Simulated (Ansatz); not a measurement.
One geometry of C₂H₄F₂O₂ (`OCC(O)(F)F`), several functionals.

```yaml
crystal:
  periodic: [false, false, false]
  atoms:
    - {symbol: O, position_ang: [-0.941100, -1.460749, -0.325591]}
    - {symbol: C, position_ang: [-0.084329, -0.786909, 0.545944]}
    - {symbol: C, position_ang: [0.125058, 0.658088, 0.141876]}
    - {symbol: O, position_ang: [0.619883, 0.716251, -1.119834]}
    - {symbol: F, position_ang: [-1.024931, 1.372846, 0.220353]}
    - {symbol: F, position_ang: [0.977630, 1.251438, 1.020559]}
    - {symbol: H, position_ang: [-0.576833, -1.390973, -1.213428]}
    - {symbol: H, position_ang: [0.908062, -1.250237, 0.612870]}
    - {symbol: H, position_ang: [-0.539324, -0.794912, 1.536901]}
    - {symbol: H, position_ang: [0.618983, 1.633958, -1.416650]}
basis:
  gaussian: {orbitals: def2-TZVPP}
hamiltonian: {xc: pbe0, dispersion: d4}
output: {orbitals: {seedname: orbitals}}
```

```sh
$ ansatz run in.yaml --threads 4 --pin off --events-out ev --progress --plain --max-ram 10444MiB
```

Shortened log:

```
Functional definition: PBE0
1210 factors; their error is unknown
mean field evaluation 1: about -11653.8746 eV, gradient 6.4e1 eV
mean field evaluation 2: about -11649.2264 eV, gradient 8.4e1 eV
mean field evaluation 4: about -11660.4097 eV, gradient 2.7e0 eV
mean field evaluation 8: about -11660.4243 eV, gradient 3.6e-2 eV
mean field evaluation 16: about -11660.4463 eV, gradient 5.8e-5 eV
mean field -11660.44631146 eV, -428.5134982118 hartree, gradient 5.8e-5 eV, S^2 0.000000; 0 other end points of the search recorded, 0 dependent functions left out
reference -11660.44633475 eV, -428.5134990676 hartree; 25, 25 occupied and 217, 217 virtual orbitals, 1210 factors
Total energy: -11660.58061171 eV, -428.5184336549 hartree
```

It took 0.95 s on 4 threads of an AMD EPYC 9R45 on a shared host, with 0.55 GiB of host memory at the peak.

The same input with `hamiltonian: {xc: {name: wB97X-V}}` (abridged; 2.2 s):

```
Functional definition: wB97X-V
mean field evaluation 16: about -11668.6536 eV, gradient 1.2e-4 eV
mean field -11668.65357324 eV, -428.8151095191 hartree, gradient 7.8e-5 eV, S^2 0.000000
Total energy: -11668.65357172 eV, -428.8151094634 hartree
```

Changing it to `hamiltonian: {xc: pbe, dispersion: d4}` and forces (abridged; 0.85 s):

```
Functional definition: PBE
mean field evaluation 16: about -11660.2890 eV, gradient 1.1e-2 eV
mean field -11660.28897105 eV, -428.5077160582 hartree, gradient 1.1e-5 eV, S^2 0.000000
Total energy: -11660.45148585 eV, -428.5136883669 hartree
Atom 0 force    -0.570170    -0.367633     0.082138 eV/Å
Atom 1 force     0.165726     0.020048     0.122152 eV/Å
Atom 2 force     0.016655    -0.391658    -0.040663 eV/Å
Atom 3 force     0.287092    -0.452296    -0.570753 eV/Å
Atom 4 force    -0.818310     0.461167     0.067392 eV/Å
Atom 5 force     0.602327     0.388888     0.636698 eV/Å
Atom 6 force     0.174788     0.032640    -0.420801 eV/Å
Atom 7 force     0.239225    -0.107486     0.048556 eV/Å
Atom 8 force    -0.092539    -0.007938     0.215699 eV/Å
Atom 9 force    -0.004795     0.424268    -0.140419 eV/Å
Dipole moment:     0.239088     0.077015    -0.254782 e Å
```

With the line `hamiltonian: {xc: r2scan, dispersion: d4}` and forces (abridged; 1.4 s):

```
Functional definition: r2SCAN
mean field evaluation 16: about -11666.9923 eV, gradient 2.4e-4 eV
mean field -11666.99225571 eV, -428.7540572259 hartree, gradient 2.4e-5 eV, S^2 0.000000
Total energy: -11667.03268775 eV, -428.7555430759 hartree
Atom 0 force    -0.246724    -0.154235    -0.162871 eV/Å
Atom 1 force     0.186156     0.059162     0.219245 eV/Å
Atom 2 force    -0.004627    -0.289350    -0.032920 eV/Å
Atom 3 force     0.120125    -0.060394    -0.301911 eV/Å
Atom 4 force    -0.357638     0.206075     0.028984 eV/Å
Atom 5 force     0.257823     0.181125     0.283780 eV/Å
Atom 6 force     0.027129     0.008753    -0.029242 eV/Å
Atom 7 force     0.023766    -0.000662     0.004363 eV/Å
Atom 8 force    -0.000741     0.003711    -0.011078 eV/Å
Atom 9 force    -0.005269     0.045816     0.001651 eV/Å
Dipole moment:     0.246763     0.071606    -0.257500 e Å
```

Changing it to `hamiltonian: {xc: {name: B3LYP}, dispersion: d4}` and forces (abridged; 1.4 s):

```
Functional definition: B3LYP
mean field evaluation 16: about -11672.3836 eV, gradient 1.2e-4 eV
mean field -11672.38355086 eV, -428.9521836683 hartree, gradient 3.6e-5 eV, S^2 0.000000
Total energy: -11672.64268268 eV, -428.9617065870 hartree
Atom 0 force    -0.164261    -0.153912    -0.211527 eV/Å
Atom 1 force     0.193293    -0.021755     0.370268 eV/Å
Atom 2 force     0.000897    -0.268655    -0.014356 eV/Å
Atom 3 force     0.118450     0.052918    -0.302306 eV/Å
Atom 4 force    -0.383229     0.228895     0.029763 eV/Å
Atom 5 force     0.284394     0.192704     0.292351 eV/Å
Atom 6 force    -0.042062    -0.047431    -0.049858 eV/Å
Atom 7 force    -0.062590     0.013277     0.001581 eV/Å
Atom 8 force     0.030502    -0.012284    -0.055756 eV/Å
Atom 9 force     0.024605     0.016243    -0.060158 eV/Å
Dipole moment:     0.253550     0.070027    -0.253581 e Å
```

B3LYP takes the VWN-RPA correlation (the form of Gaussian; ORCA's B3LYP/G).
